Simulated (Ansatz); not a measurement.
# How far each method lies from UCCSDT(Q) for [GeH$_{3}$···H···Br], doublet

Geometry: a point of a hydrogen-transfer path between rigid fragments, not a stationary point.

```yaml
atoms:
  - { symbol: Ge, position_ang: [-1.7999, 0.0000, 0.0000] }
  - { symbol: H, position_ang: [-2.3114, 1.4466, 0.0000] }
  - { symbol: H, position_ang: [-2.3114, -0.7233, 1.2528] }
  - { symbol: H, position_ang: [-2.3114, -0.7233, -1.2528] }
  - { symbol: H, position_ang: [-0.2656, 0.0000, 0.0000] }
  - { symbol: Br, position_ang: [1.7271, 0.0000, 0.0000] }
```

Basis cc-pVDZ; Ansatz 0.2.0. Correlated methods freeze the noble-gas cores and the filled d shells of p-block atoms, which leaves 15 electrons in 46 orbitals. R marks a restricted (for open shells ROHF) determinant, U an unrestricted one. Active spaces: pair = (3e, 3o) about the gap; valence = (15e, 12o) chosen from the atoms' valence shells. No spin–orbit coupling is included, and no scalar relativity.

Full CI isn't at hand for all of this; UCCSDT(Q) serves as the reference, and is uncertain by about the last step of the cluster series. The frozen core follows each run's orbitals, which can shift R against U totals by a few meV for light atoms and by up to 0.1 eV past Ca.

```
UHF ⟨S²⟩                          : 0.762
T1 diagnostic (RCCSD)             : 0.0163
largest doubles amplitude (RCCSD) : 0.037
T1 diagnostic (UCCSD)             : 0.0117
```

```csv
level,E − E(UCCSDT(Q)) (mEh),share of correlation (%),wall time
UHF,262.41,1.67,–
UMP2,47.95,82.03,–
UCCSD,5.20,98.05,–
UCCSD(T),1.08,99.60,20 s
UCCSDT,0.26,99.90,–
```

The correlation energy at UCCSDT(Q), counted from RHF, is -7.262 eV. That run took 6.5 s on 2 threads of AMD EPYC 7R13 with a shared H100 80 GB, shared host.

Run but not shown, since their state or frozen core can't be matched to the reference's or they repeat it: RHF, RMP2, CISD, RCCSD, RCCSD(T), BCCD(T), RCCSDT, RCCSDT(Q), CASSCF (pair space), NEVPT2 (pair space), MRCISD (pair space), MRCISD+Q (pair space), CASSCF (valence space), NEVPT2 (valence space), MRCISD (valence space), MRCISD+Q (valence space).

Times hold each run's SCF and search for its determinant on a shared host, so for small cases they say little of a method's own cost; they ran on 1 thread of AMD EPYC 7R13.

Natural occupations of CASSCF (valence space) about the gap: 1.986 1.975 1.973 1.973 1.001 0.033 0.020 0.020 0.020; effectively unpaired electrons, Σ n²(2−n)², 1.02.
